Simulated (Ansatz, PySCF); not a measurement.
This PySCF input computes a CAM-B3LYP/def2-TZVPD energy:

```python
from pyscf import gto, scf, dft

mol = gto.M(
    atom='''
    O     0.09449043    1.42451755   -0.06059503
    C     0.00851630    0.10794514    0.29999916
    H     0.01843893    0.18276159    1.41082792
    C    -1.32105273   -0.53455223   -0.10920181
    C     1.23758972   -0.70475548   -0.12059372
    H    -1.37542931   -0.60841548   -1.19698145
    H     1.27205819   -0.78452879   -1.20876892
    H    -2.15753038    0.07068713    0.23842102
    H     2.14991182   -0.21584789    0.21924289
    H    -1.41178349   -1.53950514    0.30620848
    H     1.19809106   -1.71311639    0.29458848
    ''',
    basis='def2-tzvpd',
    charge=0,
    spin=1,
    verbose=4,
)

mf = dft.UKS(mol, xc='camb3lyp').density_fit(auxbasis='def2-universal-jkfit')
mf.grids.level = 3
mf.conv_tol = 1e-9
mf.max_cycle = 100
mf.max_memory = 1500
mf.kernel()
if not mf.converged:
    mf = mf.newton()
    mf.kernel(mf.make_rdm1())
for _ in range(2):
    mo, _, stable, _ = mf.stability(return_status=True)
    if stable:
        break
    mf.kernel(mf.make_rdm1(mo, mf.mo_occ))
mf.analyze()
```

Q: Write an input for the same energy in Ansatz (a program for electronic structure) and say what it gives.

A: 
Ansatz 0.2 input:
```yaml
crystal:
  periodic: [false, false, false]
  atoms:
    - {symbol: O, position_ang: [0.09449043, 1.42451755, -0.06059503]}
    - {symbol: C, position_ang: [0.00851630, 0.10794514, 0.29999916]}
    - {symbol: H, position_ang: [0.01843893, 0.18276159, 1.41082792]}
    - {symbol: C, position_ang: [-1.32105273, -0.53455223, -0.10920181]}
    - {symbol: C, position_ang: [1.23758972, -0.70475548, -0.12059372]}
    - {symbol: H, position_ang: [-1.37542931, -0.60841548, -1.19698145]}
    - {symbol: H, position_ang: [1.27205819, -0.78452879, -1.20876892]}
    - {symbol: H, position_ang: [-2.15753038, 0.07068713, 0.23842102]}
    - {symbol: H, position_ang: [2.14991182, -0.21584789, 0.21924289]}
    - {symbol: H, position_ang: [-1.41178349, -1.53950514, 0.30620848]}
    - {symbol: H, position_ang: [1.19809106, -1.71311639, 0.29458848]}
basis:
  gaussian:
    orbitals: def2-TZVPD
hamiltonian:
  xc: {name: CAM-B3LYP}
magnetization: {spin_polarized: true, initial_magnetization: 1}
output: {forces: true}
```
It gives -193.66902 Eh, and PySCF -193.66912 Eh, a difference of 0.10 mEh, from the treatment of integrals and grids.

It need not be the lowest isomer of its formula.
